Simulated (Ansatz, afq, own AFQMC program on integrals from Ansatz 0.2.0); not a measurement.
Atomization energy of SiGe4H10, singlet

```json
{"atom": "Si", "x (Å)": "-1.6657", "y (Å)": "-0.9645", "z (Å)": "0.6064"}
{"atom": "Ge", "x (Å)": "0.5195", "y (Å)": "-1.9193", "z (Å)": "0.3985"}
{"atom": "Ge", "x (Å)": "1.7854", "y (Å)": "-0.3214", "z (Å)": "-0.9481"}
{"atom": "Ge", "x (Å)": "0.5701", "y (Å)": "1.7947", "z (Å)": "-0.7972"}
{"atom": "Ge", "x (Å)": "-1.2650", "y (Å)": "1.3895", "z (Å)": "0.7605"}
{"atom": "H", "x (Å)": "-2.4234", "y (Å)": "-1.5046", "z (Å)": "1.7779"}
{"atom": "H", "x (Å)": "-2.4429", "y (Å)": "-1.2447", "z (Å)": "-0.6428"}
{"atom": "H", "x (Å)": "0.4991", "y (Å)": "-3.3232", "z (Å)": "-0.2371"}
{"atom": "H", "x (Å)": "1.1667", "y (Å)": "-2.0285", "z (Å)": "1.7951"}
{"atom": "H", "x (Å)": "1.8531", "y (Å)": "-0.7926", "z (Å)": "-2.4148"}
{"atom": "H", "x (Å)": "3.2269", "y (Å)": "-0.1756", "z (Å)": "-0.4217"}
{"atom": "H", "x (Å)": "0.0069", "y (Å)": "2.1742", "z (Å)": "-2.1820"}
{"atom": "H", "x (Å)": "1.4819", "y (Å)": "2.9403", "z (Å)": "-0.3157"}
{"atom": "H", "x (Å)": "-0.8026", "y (Å)": "1.7399", "z (Å)": "2.1905"}
{"atom": "H", "x (Å)": "-2.5100", "y (Å)": "2.2356", "z (Å)": "0.4305"}
```

Atoms in their ground-state spins without spin–orbit coupling (mostly on UHF) minus the molecule (RHF), without zero-point energy. The geometry is a stationary point, not shown to be a minimum.

Basis def2-SVP. Only valence electrons are correlated. Ansatz 0.2.0 and our own AFQMC program on the same integrals; the CISD trial comes from CCSD amplitudes, and released means the phaseless constraint is let go. Uncertainties: one standard error, sampling alone. No spin–orbit coupling. The errors of all members are added in quadrature.

No full CI on the walks' own integrals is used here. The released AFQMC energy serves as the reference, which it does only where one determinant dominates, the energy is flat over the last release times and near the phaseless one (40 meV or 2 meV an electron, half that with transition metals). On small molecules, where full CI could be run and the noise was under 10 meV, such values lay within 10 meV of it in 19 cases of 20, a flattering rate, since the rule was set on those same cases; what remains of the bias isn't in the error bar. Each member takes its own surest rung, up to full CI.

The best estimate is CCSD(T) at the basis-set limit (CBS: def2-TZVPP and def2-QZVPP, with their diffuse functions for anions and beside diffuse sets, MP2 extrapolated, CCSD(T) minus MP2 from TZVPP) plus the step from CCSD(T) to AFQMC with the constraint released in def2-SVP. Rows without CBS are in def2-SVP, the functionals in def2-TZVP; B2PLYP and the wave-function rows carry a basis error of their own. Core correlation and relativity beyond core potentials are missing, and ± holds the sampling alone.

Cautions: inner d shell frozen; no relativity below Rb; no spin-orbit coupling; SiGe₄H₁₀ (singlet): the released value is read at 0.90 1/Eh with a noise of 12 meV, more than in the cases checked (meV from the phaseless value at times in 1/Eh: -12 ± 10 at 0.21, -31 ± 10 at 0.42, -18 ± 13 at 0.63, -11 ± 12 at 0.90); other spins of the molecule weren't checked.

```json
{"level": "CCSD", "atomization energy (kcal/mol)": "888.0"}
{"level": "MP2", "atomization energy (kcal/mol)": "881.8"}
{"level": "PBE", "atomization energy (kcal/mol)": "950.5"}
```

From these cheaper values, estimate the atomization energy at the level of the best estimate.

968.3 ± 0.3 kcal/mol (best estimate, highest rung released AFQMC).

| level | atomization energy (kcal/mol) | error against the best estimate (kcal/mol) |
| --- | --- | --- |
| HF | 709.3 | -259.0 ± 0.3 |
| CCSD(T) | 897.2 | -71.1 ± 0.3 |
| ph-AFQMC/CISD | 898.5 ± 0.2 | -69.8 ± 0.4 |
| released AFQMC | 898.7 ± 0.3 | -69.6 |
| HF/CBS | 710.9 | -257.4 ± 0.3 |
| MP2/CBS | 947.9 | -20.4 ± 0.3 |
| CCSD(T)/CBS | 966.9 | -1.4 ± 0.3 |
| r2SCAN | 976.5 | 8.2 ± 0.3 |
| PBE0 | 953.7 | -14.6 ± 0.3 |
| B3LYP | 945.7 | -22.6 ± 0.3 |
| wB97M-V | 962.6 | -5.7 ± 0.3 |
| B2PLYP | 939.1 | -29.2 ± 0.3 |

Correlation beyond CCSD(T) adds 1.4 ± 0.3 kcal/mol. Going to the basis-set limit adds 69.8 kcal/mol at CCSD(T). The perturbative (T) step is worth +9.1 kcal/mol.

Best estimates are given only where the step beyond CCSD(T) is under 0.3 eV and no member's determinant is very poor (T1 over 0.05, or 0.07 for open shells, ⟨S²⟩ too high by 0.3, two states mixed), so the hardest cases are missing from such tables.

The functionals ran in a triple-zeta set and keep a basis error of their own, a few kJ/mol for each bond in atomization energies and more for double hybrids, so close places among them and the extrapolated levels can swap.

Each member of a difference takes its own highest rung, so a best estimate needn't equal the limit plus the step of one row. Released energies are given only where the last usable release times agree within the noise; a slower fall can still hide under it.
